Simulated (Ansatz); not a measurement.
Cohesive energy (eV/atom) along a series of related solids, from PBE in Ansatz (PAW); PBEsol in Ansatz (plane waves, PAW).

```tsv
solid	PBE	PBEsol	measured
hcp Sc	4.12	4.54	3.93
hcp Ti	5.28	5.83	4.88
bcc Fe	4.91	5.67	4.32
hcp Co	5.02	5.84	4.47
fcc Ni	4.76	?	4.48
fcc Cu	3.52	4.08	3.52
hcp Zn	1.11	1.58	1.38
```

Problem. Estimate the withheld PBEsol value from the other rows.

Solution. One way: carry over the typical difference. The differences PBEsol − PBE of the other rows, in order: 0.42, 0.47, 0.55, 0.56, 0.76, 0.82; median 0.555. fcc Ni: 4.76 + (0.555) = 5.31 eV/atom; the run gives 5.47 eV/atom. The differences spread from 0.42 to 0.82, so such an estimate is rough.

PBEsol less measured, from the printed values: hcp Sc +0.61 eV/atom, hcp Ti +0.95 eV/atom, bcc Fe +1.35 eV/atom, hcp Co +1.37 eV/atom, fcc Ni +0.99 eV/atom, fcc Cu +0.56 eV/atom, hcp Zn +0.20 eV/atom.

Members of the series are missing where a level wasn't run or failed, where a doubt is noted on the run or the magnetic state, for phases of high temperature or layered ones, and where values are held back for tests. The withheld row was drawn at random.

Ansatz's runs of these crystals have no spin polarisation, but for bcc Fe, hcp Co, fcc Ni.

Density-functional runs with spin start from parallel moments for bcc Fe, parallel moments for hcp Co, parallel moments for fcc Ni.

Free atoms are spin-polarised, in the lowest state found; at levels without +SOC their spin–orbit coupling is left out. Each level is taken at its own relaxed cell. Ansatz's density-functional and Hartree–Fock values are scalar-relativistic unless marked +SOC, with PAW data made under PBE.

Measured values are for low temperature or corrected to a static lattice. References as tabulated in Mejia-Rodriguez and Trickey (2018), arXiv:1807.09216; Jana et al. (2018), arXiv:1807.00350; Harl et al. (2010), doi:10.1103/physrevb.81.115126.

Ansatz is a first-principles code.
